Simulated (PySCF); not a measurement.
Molecule (SMILES): O=[O+][O-].
Geometry (B3LYP-D3(BJ)/def2-TZVP, fixed):
```xyz
3

O     -0.0102     1.0756    -0.2169
O      0.0093     0.0011     0.4285
O      0.0009    -1.0767    -0.2116
```
Charge 0, spin multiplicity 1.

How fast the lowest singlet excitation energy converges with the basis for several methods (PySCF): deviation from each method's own reference, in eV. References: CAM-B3LYP 2.199 eV, the value in d-aug-cc-pVTZ; PBE 2.292 eV, the value in d-aug-cc-pVTZ; PBE0 2.211 eV, the value in d-aug-cc-pVTZ. All functions are spherical. Density fitting with generated auxiliary sets. No added dispersion term, no relativity. Tamm-Dancoff approximation, the state taken by its order.

```csv
basis,functions,CAM-B3LYP,PBE,PBE0
6-31G,27,-0.293,___,-0.280
def2-SVP,42,-0.097,___,-0.092
cc-pVDZ,42,-0.084,___,-0.075
def2-SVPD,69,-0.047,___,-0.045
aug-pcseg-1,69,0.003,___,0.010
"6-311++G(2d,2p)",81,-0.011,___,-0.008
pcseg-2,90,-0.017,___,-0.014
cc-pVTZ,90,-0.023,___,-0.020
"6-311++G(3df,3pd)",117,-0.004,___,-0.002
aug-cc-pVTZ,138,0.000,___,0.000
cc-pVQZ,165,-0.009,___,-0.007
d-aug-cc-pVTZ,186,0.000,___,0.000
```

Fill in the missing entries.


- 6-31G, PBE: -0.231
- def2-SVP, PBE: -0.083
- cc-pVDZ, PBE: -0.061
- def2-SVPD, PBE: -0.045
- aug-pcseg-1, PBE: 0.010
- 6-311++G(2d,2p), PBE: -0.005
- pcseg-2, PBE: -0.012
- cc-pVTZ, PBE: -0.018
- 6-311++G(3df,3pd), PBE: -0.002
- aug-cc-pVTZ, PBE: 0.000
- cc-pVQZ, PBE: -0.007
- d-aug-cc-pVTZ, PBE: 0.000

Mean absolute deviation over 6-311++G(2d,2p), pcseg-2, cc-pVTZ, 6-311++G(3df,3pd), aug-cc-pVTZ: PBE 0.008, PBE0 0.009, CAM-B3LYP 0.011 eV.
